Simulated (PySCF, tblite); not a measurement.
# CClF₃: bond homolysis

What do calculations give for the bond homolysis of CClF₃ (`FC(F)(F)Cl`)?

Programs: tblite 0.8.0 and PySCF 2.14.0, with routines of our own; each step states its level. All values are computed. Atoms count from 0.

## (1) The system as given

5 atoms, charge 0, multiplicity 1; geometry from: start built from the parent or by distance geometry.

## (2) Optimising the geometry with GFN2-xTB

The job: settings as JSON, then the geometry in Å.

```
{"job": {"kind": "relax", "xc": "GFN2-xTB", "basis": "xTB"}, "charge": 0, "multiplicity": 1}
F     -0.561600    -0.681000    -1.097700
C     -0.089700     0.023500    -0.040200
F     -0.570000     1.284500     0.033300
F     -0.462100    -0.637400     1.117100
Cl     1.700700     0.016200    -0.046800
```

Run with:

```
$ OMP_NUM_THREADS=1 python redox_run.py task.json out
```

The driver reads the jobs from task.json and runs them one after another.

The log of the run:

```text
step      E/eV     max force
  0    -568.03812    1.822
  1    -568.15604    0.969
  2    -568.19760    0.670
  3    -568.20565    0.358
  4    -568.21108    0.131
  5    -568.21158    0.104
  6    -568.21197    0.033
  7    -568.21202    0.027
  8    -568.21209    0.026
  9    -568.21212    0.021
 10    -568.21213    0.006
```

Run time: 0.05 s. Hardware: 1 thread of Intel Xeon Platinum 8375C at 2.90GHz, shared host.

Along the way:

```
step  energy from step 0 (eV)  largest force (eV/Å)
   0                   0.0000                1.8219
   1                  -0.1179                0.9687
   2                  -0.1595                0.6700
   3                  -0.1675                0.3580
   4                  -0.1730                0.1308
   5                  -0.1735                0.1039
   6                  -0.1738                0.0333
   7                  -0.1739                0.0266
   8                  -0.1740                0.0265
   9                  -0.1740                0.0214
  10                  -0.1740                0.0062
```

Close pairs (by a distance rule), those that changed most:

```
  bond  before (Å)  after (Å)  change (Å)
 C1–F3       1.384      1.322      -0.061
 F0–C1       1.355      1.322      -0.033
 C1–F2       1.351      1.322      -0.029
C1–Cl4       1.790      1.775      -0.016
```

The next job starts from the end point, and lists it.

## (3) Vibrational analysis with GFN2-xTB

The job: settings as JSON, then the geometry in Å.

```
{"job": {"kind": "ir", "xc": "GFN2-xTB", "basis": "xTB"}, "charge": 0, "multiplicity": 1}
F     -0.563102    -0.631778    -1.056877
C     -0.071126    -0.000294    -0.004220
F     -0.561359     1.227889     0.007471
F     -0.489410    -0.623194     1.084800
Cl     1.702241     0.033082    -0.065545
```

The log of the run:

```text
mode    cm-1     km/mol
  1     301.1      0.00
  2     301.1      0.00
  3     414.9     30.70
  4     486.2     12.33
  5     486.3     12.32
  6     679.5     50.36
  7     984.4    280.51
  8    1106.2    285.07
  9    1106.3    285.61
ZPE 35.086  H(298)-E 49.756  G(298)-E -36.828 kJ/mol  S 290.40 J/(mol K)
```

Run time: 0.21 s. Hardware: 1 thread of Intel Xeon Platinum 8375C at 2.90GHz, shared host.

The strongest bands and the atoms that carry them (share of the mass-weighted mode):

```
cm⁻¹  km/mol                                atoms
 415    30.7  Cl4 59 %, F3 13 %, F0 13 %, F2 13 %
 486    12.3   F3 32 %, F0 27 %, F2 27 %, C1 12 %
 486    12.3   F2 30 %, F0 30 %, F3 26 %, C1 12 %
 680    50.4   C1 32 %, F0 20 %, F2 20 %, F3 20 %
 984   280.5   C1 56 %, F3 15 %, F2 15 %, F0 15 %
1106   285.1            C1 72 %, F2 16 %, F0 11 %
1106   285.6                     C1 72 %, F3 18 %
```

## (4) Optimising the geometry at PBE0-D3(BJ)/def2-SVP

The job: settings as JSON, then the geometry in Å.

```
{"job": {"xc": "PBE0", "basis": "def2-SVP", "d3": "d3bj", "grid": 1, "kind": "geom"}, "charge": 0, "multiplicity": 1}
F     -0.563102    -0.631778    -1.056877
C     -0.071126    -0.000294    -0.004220
F     -0.561359     1.227889     0.007471
F     -0.489410    -0.623194     1.084800
Cl     1.702241     0.033082    -0.065545
```

The log of the run:

```text
step   0  E = -796.96123061  max force = 0.009481
step   1  E = -796.95942692  max force = 0.021797
step   2  E = -796.96096609  max force = 0.012362
step   3  E = -796.96147176  max force = 0.001760
step   4  E = -796.96148467  max force = 0.000802
step   5  E = -796.96148723  max force = 0.000185
optimisation converged
```

It took 16 s on 1 thread of Intel Xeon Platinum 8375C at 2.90GHz, shared host.

The steps of the relaxation: (the energy doesn't fall at every step)

```
step  energy from step 0 (eV)  largest force component (eV/Å)
   0                   0.0000                          0.4875
   1                   0.0491                          1.1208
   2                   0.0072                          0.6357
   3                  -0.0066                          0.0905
   4                  -0.0069                          0.0412
   5                  -0.0070                          0.0095
```

Distances of close pairs at the start and the end, largest changes first:

```
  bond  before (Å)  after (Å)  change (Å)
C1–Cl4       1.775      1.760      -0.015
 C1–F3       1.322      1.319      -0.004
 F0–C1       1.322      1.319      -0.004
 C1–F2       1.322      1.319      -0.003
```

The end geometry stands in the next job.

```
                         at the end point                value
  point group (found at 0.08 Å tolerance)                  C3v
rotational constants (GHz, main isotopes)  5.783, 3.337, 3.336
                        dipole moment (D)                 0.24
```

## (5) Harmonic vibrations (CClF₃): PBE0-D3(BJ)/def2-SVP

The job: settings as JSON, then the geometry in Å.

```
{"job": {"xc": "PBE0", "basis": "def2-SVP", "d3": "d3bj", "grid": 2, "kind": "hessian"}, "charge": 0, "multiplicity": 1}
F      0.877983     1.020515    -0.116765
C      0.077364    -0.022933    -0.022951
F      0.105080    -0.684629    -1.163725
F      0.518034    -0.812644     0.936603
Cl    -1.563542     0.503957     0.332658
```

The log of the run:

```text
coarse grid: 5968 points
cycle   1  E = -796.7039480667  dE =  8.766e-01  |g| = 9.541e-01  |ddm| = 2.336e+00
cycle   2  E = -796.5014757509  dE =  2.025e-01  |g| = 1.474e+00  |ddm| = 1.578e+00
cycle   3  E = -796.8730428005  dE = -3.716e-01  |g| = 2.237e-02  |ddm| = 9.759e-01
cycle   4  E = -796.8731272116  dE = -8.441e-05  |g| = 9.964e-03  |ddm| = 2.593e-02
cycle   5  E = -796.8731511914  dE = -2.398e-05  |g| = 1.866e-03  |ddm| = 1.101e-02
cycle   6  E = -796.8731518748  dE = -6.834e-07  |g| = 5.900e-04  |ddm| = 2.088e-03
final grid: 57768 points
cycle   7  E = -796.9615184793  dE = -1.728e-05  |g| = 4.202e-03  |ddm| = 9.752e-03
cycle   8  E = -796.9615159413  dE =  2.538e-06  |g| = 5.808e-03  |ddm| = 6.401e-03
cycle   9  E = -796.9615215735  dE = -5.632e-06  |g| = 1.822e-04  |ddm| = 3.573e-03
cycle  10  E = -796.9615215802  dE = -6.666e-09  |g| = 6.710e-05  |ddm| = 3.269e-04
cycle  11  E = -796.9615215812  dE = -1.049e-09  |g| = 2.686e-05  |ddm| = 1.104e-04
cycle  12  E = -796.9615215814  dE = -1.628e-10  |g| = 2.505e-06  |ddm| = 2.629e-05
cycle  13  E = -796.9615215814  dE = -1.592e-12  |g| = 2.810e-07  |ddm| = 1.848e-06
converged SCF energy = -796.9615215814

mode    cm-1
  1     354.3
  2     354.6
  3     482.3
  4     574.6
  5     574.9
  6     807.1
  7    1145.0
  8    1293.0
  9    1294.6
ZPE 41.154  H(298)-E 54.796  G(298)-E -30.027 kJ/mol  S 284.50 J/(mol K)
```

Run time: 47 s. Hardware: 1 thread of Intel Xeon Platinum 8375C at 2.90GHz, shared host; peak memory 1.1 GiB.

Zero-point energy 41.15 kJ/mol (xTB gave 35.09).

## (6) Single point (CClF₃): M06-2X/def2-TZVP

Geometry: PBE0-D3(BJ)/def2-SVP.

The job: settings as JSON, then the geometry in Å.

```
{"job": {"kind": "sp", "xc": "M06-2X", "basis": "def2-TZVP", "grid": 3}, "charge": 0, "multiplicity": 1}
F      0.877983     1.020515    -0.116765
C      0.077364    -0.022933    -0.022951
F      0.105080    -0.684629    -1.163725
F      0.518034    -0.812644     0.936603
Cl    -1.563542     0.503957     0.332658
```

The log of the run:

```text
coarse grid: 27400 points
cycle   1  E = -797.6909850288  dE =  9.925e-01  |g| = 9.791e-01  |ddm| = 1.897e+00
cycle   2  E = -797.6066632814  dE =  8.432e-02  |g| = 1.295e+00  |ddm| = 1.024e+00
cycle   3  E = -797.8707396146  dE = -2.641e-01  |g| = 4.202e-02  |ddm| = 5.349e-01
cycle   4  E = -797.8710325472  dE = -2.929e-04  |g| = 1.773e-02  |ddm| = 3.245e-02
cycle   5  E = -797.8710803070  dE = -4.776e-05  |g| = 4.340e-03  |ddm| = 1.148e-02
cycle   6  E = -797.8710837978  dE = -3.491e-06  |g| = 1.262e-03  |ddm| = 3.520e-03
final grid: 75784 points
cycle   7  E = -797.8726419865  dE = -8.952e-06  |g| = 2.840e-03  |ddm| = 1.107e-02
cycle   8  E = -797.8726426016  dE = -6.151e-07  |g| = 1.972e-03  |ddm| = 2.620e-03
cycle   9  E = -797.8726431700  dE = -5.684e-07  |g| = 3.118e-04  |ddm| = 1.114e-03
cycle  10  E = -797.8726431860  dE = -1.603e-08  |g| = 9.163e-05  |ddm| = 2.309e-04
cycle  11  E = -797.8726431878  dE = -1.732e-09  |g| = 3.337e-05  |ddm| = 7.594e-05
converged SCF energy = -797.8726431878
```

It took 10 s on 1 thread of Intel Xeon Platinum 8375C at 2.90GHz, shared host; peak memory 0.65 GiB.

## (7) Geometry optimisation with GFN2-xTB

This step treats CClF₂ radical, labelled `F[C](F)Cl` (the label fixes atoms and charge, not where charge and spin sit).

The job: settings as JSON, then the geometry in Å.

```
{"job": {"kind": "relax", "xc": "GFN2-xTB", "basis": "xTB"}, "charge": 0, "multiplicity": 2}
C      0.093600    -0.029100    -0.028200
F      0.094400    -0.676000    -1.186700
F      0.535500    -0.820300     0.939800
Cl    -1.566000     0.518600     0.312100
```

The log of the run:

```text
step      E/eV     max force
  0    -437.19740    1.763
  1    -437.24956    1.218
  2    -437.29339    0.576
  3    -437.29922    0.353
  4    -437.30542    0.099
  5    -437.30597    0.039
  6    -437.30601    0.015
  7    -437.30603    0.014
  8    -437.30604    0.014
  9    -437.30605    0.009
```

Wall time 0.04 s (1 thread of Intel Xeon Platinum 8375C at 2.90GHz, shared host).

Along the way:

```
step  energy from step 0 (eV)  largest force (eV/Å)
   0                   0.0000                1.7631
   1                  -0.0522                1.2183
   2                  -0.0960                0.5762
   3                  -0.1018                0.3531
   4                  -0.1080                0.0986
   5                  -0.1086                0.0386
   6                  -0.1086                0.0145
   7                  -0.1086                0.0145
   8                  -0.1086                0.0140
   9                  -0.1087                0.0086
```

Close pairs (by a distance rule), those that changed most:

```
  bond  before (Å)  after (Å)  change (Å)
C0–Cl3       1.780      1.699      -0.082
 C0–F2       1.326      1.332      +0.006
 C0–F1       1.327      1.332      +0.005
```

The final coordinates are the input of the step that follows.

## (8) Harmonic vibrations with GFN2-xTB

The job: settings as JSON, then the geometry in Å.

```
{"job": {"kind": "ir", "xc": "GFN2-xTB", "basis": "xTB"}, "charge": 0, "multiplicity": 2}
C      0.004046    -0.064921    -0.021367
F      0.137930    -0.675820    -1.197590
F      0.559479    -0.809871     0.933189
Cl    -1.544052     0.543908     0.322645
```

The log of the run:

```text
mode    cm-1     km/mol
  1     324.0      0.47
  2     382.3     20.32
  3     467.6      5.08
  4     699.9      5.77
  5    1093.7    244.30
  6    1143.4    206.84
ZPE 24.589  H(298)-E 37.462  G(298)-E -48.729 kJ/mol  S 289.08 J/(mol K)
```

It took 0.12 s on 1 thread of Intel Xeon Platinum 8375C at 2.90GHz, shared host.

The strongest bands and the atoms that carry them (share of the mass-weighted mode):

```
cm⁻¹  km/mol                                atoms
 324     0.5  F2 34 %, F1 33 %, Cl3 20 %, C0 13 %
 382    20.3           Cl3 37 %, F1 27 %, F2 27 %
 468     5.1            C0 46 %, F2 26 %, F1 26 %
 700     5.8  C0 52 %, Cl3 23 %, F2 13 %, F1 13 %
1094   244.3            C0 62 %, F2 19 %, F1 19 %
1143   206.8            C0 69 %, F1 16 %, F2 16 %
```

## (9) Relaxing the molecule at PBE0-D3(BJ)/def2-SVP

This step treats CClF₂ radical, labelled `F[C](F)Cl` (the label fixes atoms and charge, not where charge and spin sit).

The job: settings as JSON, then the geometry in Å.

```
{"job": {"xc": "PBE0", "basis": "def2-SVP", "d3": "d3bj", "grid": 1, "kind": "geom"}, "charge": 0, "multiplicity": 2}
C      0.004046    -0.064921    -0.021367
F      0.137930    -0.675820    -1.197590
F      0.559479    -0.809871     0.933189
Cl    -1.544052     0.543908     0.322645
```

The log of the run:

```text
step   0  E = -697.21012791  max force = 0.024508
step   1  E = -697.20364012  max force = 0.041556
step   2  E = -697.20890186  max force = 0.032214
step   3  E = -697.21060325  max force = 0.010719
step   4  E = -697.21142982  max force = 0.001850
step   5  E = -697.21144341  max force = 0.000465
step   6  E = -697.21144365  max force = 0.000198
optimisation converged
```

It took 13 s on 1 thread of Intel Xeon Platinum 8375C at 2.90GHz, shared host.

Relaxation path: (the energy doesn't fall at every step)

```
step  energy from step 0 (eV)  largest force component (eV/Å)
   0                   0.0000                          1.2603
   1                   0.1765                          2.1369
   2                   0.0334                          1.6565
   3                  -0.0129                          0.5512
   4                  -0.0354                          0.0951
   5                  -0.0358                          0.0239
   6                  -0.0358                          0.0102
```

Distances of close pairs at the start and the end, largest changes first:

```
  bond  before (Å)  after (Å)  change (Å)
C0–Cl3       1.699      1.729      +0.031
 C0–F1       1.332      1.311      -0.021
 C0–F2       1.332      1.311      -0.021
```

The end geometry stands in the next job.

```
                         at the end point                 value
  point group (found at 0.08 Å tolerance)                    Cs
rotational constants (GHz, main isotopes)  11.041, 4.960, 3.494
                        dipole moment (D)                  0.24
                                     ⟨S²⟩                 0.752
```

[end of part 1 of 2]
